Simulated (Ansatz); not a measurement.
We consider LaGaO₃ (Pnma, No. 62), described by r²SCAN+rVV10 in Ansatz (PAW).

Settings: plane-wave cutoff 560 eV, 6×4×6 k mesh (along the axes of the cell as run), Fermi–Dirac smearing 0.01 eV, scalar-relativistic PAW data made under PBE.

Cell (relaxed at this level):

```cif
data_Ga4La4O12
_chemical_formula_sum 'La4 Ga4 O12'
_space_group_name_H-M_alt 'Pnma'
_space_group_IT_number 62
_space_group_name_Hall '-P 2ac 2n'
_cell_length_a 5.47954
_cell_length_b 7.75176
_cell_length_c 5.51180
_cell_angle_alpha 90.000
_cell_angle_beta 90.000
_cell_angle_gamma 90.000
loop_
_atom_site_label
_atom_site_type_symbol
_atom_site_symmetry_multiplicity
_atom_site_Wyckoff_symbol
_atom_site_fract_x
_atom_site_fract_y
_atom_site_fract_z
_atom_site_occupancy
La1 La 4 c 0.01755 0.25000 0.99510 1
Ga1 Ga 4 b 0.00000 0.00000 0.50000 1
O1 O 8 d 0.22876 0.53671 0.22924 1
O2 O 4 c 0.49284 0.25000 0.06868 1
```

Problem. Give the computed band gap and smallest direct gap on the k points sampled.

Solution. 
- band gap = 4.45 eV
- smallest direct gap on the k points sampled = 4.56 eV

Spin–orbit coupling is not included.

Static lattice: no zero-point or thermal effects.

It cost roughly 3 core-minutes of CPU time.

Ansatz is a quantum-chemistry and plane-wave program.
